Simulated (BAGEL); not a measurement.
# C3H5Cl (SMILES C=CCCl): HF/def2-SVP (density fitting with cc-pvqz-jkfit)

Aim: the vertical singlet–triplet gap of C3H5Cl at HF/def2-SVP (density fitting with cc-pvqz-jkfit), from 2 runs. 

The results are computed with BAGEL 1.2.2.

6 further runs of the same task are left out: 3 that didn't finish, 3 set aside as unsound or not needed.

**1. The system as given**

The species is C3H5Cl (9 atoms), meant as a singlet with charge 0. SMILES: `C=CCCl`. Geometry: relaxed at PBE0-D4/def2-TZVP. This is one conformer, not always the lowest.

Bond lengths: C1–C2 1.325 Å, C2–C3 1.483 Å, C3–Cl4 1.795 Å, C1–H5 1.083 Å, C1–H6 1.085 Å, C2–H7 1.087 Å, C3–H8 1.089 Å, C3–H9 1.090 Å. Some angles: C1–C2–C3 123.4°, C2–C3–Cl4 111.0°, C1–C2–H7 120.5°, C3–C2–H7 116.1°, C2–C1–H5 121.5°, C2–C1–H6 121.4°, C2–C3–H8 111.7°, C2–C3–H9 111.8°, Cl4–C3–H8 107.1°, Cl4–C3–H9 105.6°.

**2. The energy at HF/def2-SVP (density fitting with cc-pvqz-jkfit)**

job.json reads:

```json
{ "bagel" : [

{
  "title" : "molecule",
  "basis" : "svp",
  "df_basis" : "cc-pvqz-jkfit",
  "angstrom" : "true",
  "geometry" : [
    { "atom" : "C", "xyz" : [      -0.295350,       1.315190,      -0.447700 ] },
    { "atom" : "C", "xyz" : [       0.370210,       0.171280,      -0.388240 ] },
    { "atom" : "C", "xyz" : [       0.080190,      -0.891510,       0.604460 ] },
    { "atom" : "Cl", "xyz" : [      -0.392790,      -2.419870,      -0.209260 ] },
    { "atom" : "H", "xyz" : [      -0.044240,       2.079040,      -1.173800 ] },
    { "atom" : "H", "xyz" : [      -1.115830,       1.528620,       0.230150 ] },
    { "atom" : "H", "xyz" : [       1.180420,      -0.031190,      -1.083310 ] },
    { "atom" : "H", "xyz" : [      -0.740340,      -0.613990,       1.264520 ] },
    { "atom" : "H", "xyz" : [       0.957740,      -1.137570,       1.203200 ] }
  ]
},

{ "title" : "hf" },

{ "title" : "print", "file" : "orbitals.molden", "orbitals" : "true" }

]}
```

Command:

```console
$ BAGEL_NUM_THREADS=1 BAGEL job.json > job.out
```

Log:

```text
* using 1 threads per process

  ===============================================================
  ===============================================================

  *** Geometry ***

  { "atom" : "C", "xyz" : [     -0.558131,      2.485349,     -0.846030 ] },
  { "atom" : "C", "xyz" : [      0.699596,      0.323672,     -0.733667 ] },
  { "atom" : "C", "xyz" : [      0.151537,     -1.684710,      1.142264 ] },
  { "atom" : "Cl", "xyz" : [     -0.742266,     -4.572892,     -0.395444 ] },
  { "atom" : "H", "xyz" : [     -0.083601,      3.928816,     -2.218161 ] },
  { "atom" : "H", "xyz" : [     -2.108613,      2.888673,      0.434920 ] },
  { "atom" : "H", "xyz" : [      2.230671,     -0.058941,     -2.047159 ] },
  { "atom" : "H", "xyz" : [     -1.399040,     -1.160273,      2.389596 ] },
  { "atom" : "H", "xyz" : [      1.809866,     -2.149696,      2.273718 ] },

  Number of auxiliary basis functions:      721

  Since a DF basis is specified, we compute 2- and 3-index integrals:
    o Being stored without compression. Storage requirement is 0.042 GB

  Number of basis functions:       85
  Number of electrons      :       40

    * METHOD: MOLECULE                             0.45

  *** RHF ***

  === Nuclear Repulsion ===
   144.0348048613

      * DIIS with orbital gradients will be used.

  === RHF iteration (svp) ===
      0       -575.66410121          0.01228641           0.09
      1       -575.74792822          0.00451848           0.08
      2       -575.75697585          0.00119521           0.08
      3       -575.75787107          0.00010445           0.08
      4       -575.75788288          0.00003718           0.08
      5       -575.75788445          0.00001298           0.08
      6       -575.75788465          0.00000668           0.08
      7       -575.75788469          0.00000191           0.08
      8       -575.75788470          0.00000064           0.08
      9       -575.75788470          0.00000019           0.08
     10       -575.75788470          0.00000007           0.08
     11       -575.75788470          0.00000002           0.08
     12       -575.75788470          0.00000001           0.08
    * SCF iteration converged.

    * Permanent dipole moment:
           (   -0.216416,    -0.734602,    -0.343599) a.u.

    * METHOD: HF                                   1.25

    * METHOD: PRINT                                0.01

  ===============================================================
```

Wall time 1.9 s (1 thread of Arm Neoverse V2, shared host).

**3. The triplet, same level**

input.json reads:

```json
{ "bagel" : [

{
  "title" : "molecule",
  "basis" : "svp",
  "df_basis" : "cc-pvqz-jkfit",
  "angstrom" : true,
  "geometry" : [
    { "atom" : "C", "xyz" : [   -0.295350,    1.315190,   -0.447700 ] },
    { "atom" : "C", "xyz" : [    0.370210,    0.171280,   -0.388240 ] },
    { "atom" : "C", "xyz" : [    0.080190,   -0.891510,    0.604460 ] },
    { "atom" : "Cl", "xyz" : [   -0.392790,   -2.419870,   -0.209260 ] },
    { "atom" : "H", "xyz" : [   -0.044240,    2.079040,   -1.173800 ] },
    { "atom" : "H", "xyz" : [   -1.115830,    1.528620,    0.230150 ] },
    { "atom" : "H", "xyz" : [    1.180420,   -0.031190,   -1.083310 ] },
    { "atom" : "H", "xyz" : [   -0.740340,   -0.613990,    1.264520 ] },
    { "atom" : "H", "xyz" : [    0.957740,   -1.137570,    1.203200 ] }
  ]
},
{ "title" : "uhf", "nopen" : 2 },
{ "title" : "print", "file" : "orbitals.molden", "orbitals" : true }

]}
```

Command:

```console
$ BAGEL_NUM_THREADS=1 BAGEL input.json > input.out
```

Log:

```text
* using 1 threads per process

  ===============================================================
  ===============================================================

  *** Geometry ***

  { "atom" : "C", "xyz" : [     -0.558131,      2.485349,     -0.846030 ] },
  { "atom" : "C", "xyz" : [      0.699596,      0.323672,     -0.733667 ] },
  { "atom" : "C", "xyz" : [      0.151537,     -1.684710,      1.142264 ] },
  { "atom" : "Cl", "xyz" : [     -0.742266,     -4.572892,     -0.395444 ] },
  { "atom" : "H", "xyz" : [     -0.083601,      3.928816,     -2.218161 ] },
  { "atom" : "H", "xyz" : [     -2.108613,      2.888673,      0.434920 ] },
  { "atom" : "H", "xyz" : [      2.230671,     -0.058941,     -2.047159 ] },
  { "atom" : "H", "xyz" : [     -1.399040,     -1.160273,      2.389596 ] },
  { "atom" : "H", "xyz" : [      1.809866,     -2.149696,      2.273718 ] },

  Number of auxiliary basis functions:      721

  Since a DF basis is specified, we compute 2- and 3-index integrals:
    o Being stored without compression. Storage requirement is 0.042 GB

  Number of basis functions:       85
  Number of electrons      :       40

    * METHOD: MOLECULE                             0.45

  *** Open-shell HF ***

  === Nuclear Repulsion ===
   144.0348048613

      * DIIS with orbital gradients will be used.

  === UHF iteration (svp) ===
      0       -575.32763312          0.03258801           0.18
      1       -575.46363308          0.02718953           0.18
      2       -575.55723028          0.01618236           0.18
      3       -575.61051316          0.00343886           0.18
      4       -575.62649479          0.00151252           0.18
      5       -575.62909820          0.00058410           0.18
      6       -575.62944135          0.00018763           0.18
      7       -575.62951673          0.00007478           0.18
      8       -575.62953427          0.00002849           0.18
      9       -575.62953647          0.00001479           0.17
     10       -575.62953700          0.00000633           0.18
     11       -575.62953710          0.00000239           0.18
     12       -575.62953711          0.00000114           0.17
     13       -575.62953712          0.00000055           0.18
     14       -575.62953712          0.00000026           0.17
     15       -575.62953712          0.00000013           0.17
     16       -575.62953712          0.00000007           0.18
     17       -575.62953712          0.00000003           0.18
     18       -575.62953712          0.00000002           0.18
     19       -575.62953712          0.00000001           0.18
    * SCF iteration converged.

    * S^2 (UHF) is 2.0217

    * Permanent dipole moment:
           (   -0.240282,    -0.761446,    -0.323818) a.u.

    * METHOD: UHF                                  3.69

    * METHOD: PRINT                                0.01

  ===============================================================
```

It took 4.5 s on 1 thread of Arm Neoverse V2, shared host.

**4. Outcome**

At HF/def2-SVP (density fitting with cc-pvqz-jkfit):

| quantity | value |
| --- | --- |
| singlet: total energy | -575.75788 Eh |
| singlet: dipole moment | 2.13 D |
| singlet: HOMO energy | -10.37 eV |
| singlet: LUMO energy | 3.97 eV |
| singlet: HOMO–LUMO gap | 14.33 eV |
| triplet: total energy | -575.62954 Eh |
| triplet: dipole moment | 2.19 D |
| triplet: ⟨S²⟩ | 2.022 |
| vertical energy of the triplet above the singlet | 3.493 eV |

What this shows: At this shape the triplet lies 3.49 eV (337 kJ/mol) above the singlet.
